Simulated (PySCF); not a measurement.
Exercise with solution: dipole moment from atomic charges

LiF, SMILES [Li][F]. Atoms are numbered in the order given.

```xyz
2

Li     0.0000     0.0000    -1.1760
F      0.0000     0.0000     0.3920
```
Charge 0, spin multiplicity 1.

Geometry: PBE0-D3(BJ)/def2-TZVPD.

Charges (e) from PySCF with ωB97X/def2-TZVPD:

| atom | ESP fit | IAO |
|---|---|---|
| Li1 | 0.825 | 0.936 |
| F2 | -0.825 | -0.936 |

The dipole moment of the full density is 6.33 D.

What dipole moment does each set of point charges give, and which comes closer to that of the density?


μ = Σ q r, and 1 e Å = 4.8032 D.
ESP fit: Σ q r = (0.000, 0.000, -1.294) e Å, |μ| = 6.21 D.
IAO: Σ q r = (0.000, 0.000, -1.468) e Å, |μ| = 7.05 D.
ESP fit comes closer in size. Point charges leave out the atoms' own dipoles (lone pairs, polarised bonds); fits to the potential absorb them, partitions of the density don't.
